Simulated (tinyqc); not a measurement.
Worked calculation: FCI on RHF in the sto-6g basis, frozen core, for OH-, spin multiplicity 1. The basis has no diffuse functions, so it cannot describe the extra electron: this is an exercise in the method, not the real anion. One step of it, computed by the program tinyqc.

Task: Orthogonalisation. S = U s U^T; symmetric (Loewdin) form X = U s^(-1/2) U^T, so that X^T S X = 1.

overlap S, order 1O 1s, 1O 2s, 1O 2px, 1O 2py, 1O 2pz, 2H 1s:
```
[[1.000000, 0.231145, 0.000000, 0.000000, 0.000000, 0.032559],
 [0.231145, 1.000000, 0.000000, 0.000000, 0.000000, 0.339438],
 [0.000000, 0.000000, 1.000000, 0.000000, 0.000000, 0.000000],
 [0.000000, 0.000000, 0.000000, 1.000000, 0.000000, 0.000000],
 [0.000000, 0.000000, 0.000000, 0.000000, 1.000000, 0.306482],
 [0.032559, 0.339438, 0.000000, 0.000000, 0.306482, 1.000000]]
```

Give: eigenvalues of S; X.

Result:

eigenvalues of S: [0.519, 0.844, 1.000, 1.000, 1.133, 1.504]

X, order 1O 1s, 1O 2s, 1O 2px, 1O 2py, 1O 2pz, 2H 1s:
```
[[1.022, -0.125, 0.000, 0.000, -0.005, 0.017],
 [-0.125, 1.074, 0.000, 0.000, 0.047, -0.200],
 [0.000, 0.000, 1.000, 0.000, 0.000, 0.000],
 [0.000, 0.000, 0.000, 1.000, 0.000, 0.000],
 [-0.005, 0.047, 0.000, 0.000, 1.042, -0.178],
 [0.017, -0.200, 0.000, 0.000, -0.178, 1.094]]
```
